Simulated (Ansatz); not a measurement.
Cartesian coordinates in Å:
```
C 0.217 0.020 -0.036
O -0.256 -1.184 0.065
H 0.167 0.600 0.897
H -0.129 0.564 -0.926
```

The species carries charge 0 and has multiplicity 3.

Question: List the B3LYP/def2-TZVPP orbital energies in eV (Ansatz). (Estimate.)

Answer: Ansatz gave: α occupied: -523.08, -278.51, -29.68, -18.14, -14.34, -13.23, -11.91, -9.93, -5.44. α empty: 1.48, 2.68, 2.89, 5.58, 5.88, 6.10, 10.13, 10.45. β occupied: -522.26, -278.20, -27.90, -16.82, -12.60, -12.34, -10.09. β empty: -4.83, -1.34, 1.72, 2.93, 3.21, 6.18, 6.47, 6.49. ⟨S²⟩ = 2.006.

B3LYP here is the variant with VWN-RPA as its local correlation; programs differ in this.
